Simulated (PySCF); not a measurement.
A geometry optimisation on `c1c(c1=O)N`.

Computed with PBE0/cc-pVDZ geometry optimisation, gas phase (PySCF 2.14.0). Start geometry: GFN2-xTB. A driver script takes a list of jobs; this job's settings line and coordinates (Å) are shown.

Input:
```
{"job": {"xc": "PBE0", "basis": "cc-pVDZ", "grid": 1, "kind": "geom"}, "charge": 0, "multiplicity": 1}
N      1.429308    -0.063989     0.139538
C      0.110513    -0.026777     0.018797
C     -0.971801     0.697582    -0.396279
C     -1.221983    -0.570483     0.158550
O     -1.921852    -1.476133     0.512502
H      1.880154    -0.868145     0.542116
H      2.005241     0.707172    -0.161951
H     -1.300523     1.610186    -0.837838
```

Output:
```
step   0  E = -245.76182053  max force = 0.015401
step   1  E = -245.76255358  max force = 0.002561
step   2  E = -245.76256588  max force = 0.000916
step   3  E = -245.76256817  max force = 0.000937
step   4  E = -245.76256782  max force = 0.001331
step   5  E = -245.76256848  max force = 0.000728
step   6  E = -245.76256892  max force = 0.000691
step   7  E = -245.76256951  max force = 0.000524
step   8  E = -245.76257024  max force = 0.000304
optimisation converged
```

Energies in Eh; «max force» is the largest Cartesian gradient component in Eh/bohr.

Q: Give the first gradient maximum in eV/Å.

A: With 1 Eh/bohr = 51.422 eV/Å, 0.792 eV/Å.

Q: How much energy does the optimisation release, in kcal/mol?

A: E(step 0) − E(last step) = 0.000750 Eh, which is 0.5 kcal/mol.

In short: final energy -245.76257 Eh after 8 steps; dipole 5.56 D.

Hardware: an Arm Neoverse V2 with one thread, no GPU, on a shared host. Cost: 12 s of wall time, 0.45 GiB resident at most.
Labels such as C1 count atoms from 1, the log's own numbers from 0.
